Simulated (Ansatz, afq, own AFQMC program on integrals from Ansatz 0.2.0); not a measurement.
## AFQMC, coupled cluster and functionals along a coordinate of H2 + S, triplet

```xyz
3

H     0.0000    0.0000   -1.1560
H     0.0000    0.0000   -0.4110
S     0.0000    0.0000    1.5670
```

A hydrogen atom is moved from one rigid fragment to the other; the H1–H2 distance tells how far. The two fragments are held close together, so this isn't a minimum-energy path and the start is a compressed complex. Energies in kJ/mol count from this geometry (0.745 Å) at the same level; the start stands on UHF, each point on the determinant named.

Basis cc-pVTZ. Only valence electrons are correlated. Ansatz 0.2.0 and our own AFQMC program on the same integrals; the CISD trial comes from CCSD amplitudes, and released means the phaseless constraint is let go. Uncertainties: one standard error, sampling alone.

Cautions, each for one point or more: lower spins were not checked; the ph-AFQMC/CISD walk drifts between its halves; unrestricted determinant slightly spin contaminated.

```
r(H1–H2) / Å  det.     T1  weight  ⟨S²⟩     HF  B2PLYP  CCSD(T)
       0.916   UHF  0.015    0.91  2.04   50.4    33.2     37.0
       1.001   UHF  0.020    0.90  2.07   79.8    55.4     61.7
       1.087   UHF  0.022    0.90  2.08   98.5    71.3     79.8
       1.172   UHF  0.020    0.90  2.07  101.7    77.4     87.2
       1.343   UHF  0.014    0.91  2.02   84.3    76.2     84.4
```

(1) Estimate the curve of CCSDT(Q), counted from the same start.

## Answers

(1) 
```
r(H1–H2) / Å  det.     T1  weight  ⟨S²⟩  CCSDT(Q)  ph-AFQMC/CISD
       0.916   UHF  0.015    0.91  2.04      36.6     36.8 ± 0.3
       1.001   UHF  0.020    0.90  2.07      61.0     61.6 ± 0.3
       1.087   UHF  0.022    0.90  2.08      79.0     79.4 ± 0.3
       1.172   UHF  0.020    0.90  2.07      86.3     87.1 ± 0.3
       1.343   UHF  0.014    0.91  2.02      84.0     83.4 ± 0.2
```

Weight is that of the determinant in the CISD state; at the start T1 is 0.011 and the weight 0.91, and ⟨S²⟩ is 2.02. Largest departures from CCSDT(Q), at the points where its series has closed: CCSD(T) 0.9 kJ/mol at 1.087 (on UHF), ph-AFQMC/CISD 0.8 kJ/mol at 1.172 (on UHF), HF 19.5 kJ/mol at 1.087 (on UHF), B2PLYP -8.9 kJ/mol at 1.172. Functionals count only at points shown to share the start's state and spin.

A walk keeps the symmetry of its determinant, which the program's search chose and which needn't be the lowest solution, so a lower state of the same spin and another symmetry isn't excluded.
